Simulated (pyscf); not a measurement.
Optimised with ωB97X-D3(BJ)/def2-SVP in PySCF. Correlated levels are frozen-core, on RHF or UHF. ΔMP2 is the change of the MP2 total energy from the triple- to the quadruple-zeta basis.

Question: cyclic C₃H₄ (SMILES [C]1CC1) [singlet] → allene (H₂C=C=CH₂)
Surface: singlet. Broken: C–C. Formed: none. Give ΔE‡ and ΔE from CCSD(T)/def2-TZVPP + ΔMP2(QZVPP), relative to the reactant's lowest minimum found.

Answer: ΔE‡ = 6.3 kcal/mol, ΔE = -67.1 kcal/mol. Zero-point energy shifts the barrier by -0.2 kcal/mol. It is a ring opening, with an imaginary mode of 614i cm⁻¹. One saddle was located; it need not be the lowest between these sides. A restricted singlet here is unstable towards spin polarisation, as is usual where a triplet lies low; its energy is less safe. The CCSD(T) − MP2 part came from Ansatz, without density fitting, on the same reference.
